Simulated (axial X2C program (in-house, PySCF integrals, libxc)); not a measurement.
**NPN: properties at the nuclei**

Calculated with an in-house all-electron X2C program for linear molecules (integrals from PySCF): two-component X2C with atomic mean-field Coulomb and Gaunt terms, Gaussian nuclei, basis N dyall-av3z, P dyall-v3z with contracted cores.

N–P–N held linear, with bonds 1.535 and 1.535 Å (near the PBE0 minimum at charge 0 of the determinant lowest at the starting distance; the state shown can have its own minimum elsewhere, held linear; other orders of the atoms were not compared).

Determinant lowest in the PBE0 search, Ω = 3/2 (⟨Sz⟩ = 0.50, ⟨Lz⟩ = 1.00 at PBE0), spin on the atoms N 0.32, P -0.15, N 0.32:

```tsv
level	A∥/gI N (MHz)	qzz N (a.u.)	A∥/gI P (MHz)	qzz P (a.u.)
PBE0	67.1	0.05	-57.8	-1.45
HF	77.2	0.02	-256	-1.93
r2SCAN	67	0.07	-42.7	-1.35
```

Determinant 0.01 eV from it at PBE0 and this distance, Ω = 1/2 (⟨Sz⟩ = -0.50, ⟨Lz⟩ = 1.00 at PBE0), spin on the atoms N -0.32, P 0.15, N -0.32:

```
 level  A∥/gI N (MHz)  qzz N (a.u.)  A∥/gI P (MHz)  qzz P (a.u.)
  PBE0            334          0.05           62.4         -1.45
    HF            316          0.02            357         -1.93
r2SCAN            284          0.07            150         -1.35
```

A∥ (defined per Ω) follows by multiplying with gI = μI/(I μN); qzz is the electric field gradient, eQq0 = 234.96 MHz × Q/barn × qzz. The operators were transformed with the bare-nucleus X2C matrices; with these basis sets, hyperfine constants and field gradients can be off by tens of per cent, and where levels differ in sign neither size nor sign is settled.

Problem. With gI(14N) = 0.4038 (g factors from the IAEA table of nuclear moments by Stone), turn the PBE0 values of the first state into constants in MHz.

Solution. A∥(14N) = 67.1 × 0.4038 = 27.1 MHz.

The molecule was held linear; bending was not examined, so a bent shape may lie lower.

Each state is one determinant with collinear spin. Unrestricted Hartree–Fock can overshoot spin polarisation at the nuclei. At HF a later determinant lies lower. The search compared states at one distance, so a state with another bond length can lie lower. Where a field gradient or hyperfine factor spreads by more than a factor of two over the levels, a constant derived from it is not to be relied on. PBE0 term energies can be off by some tenths of an eV.
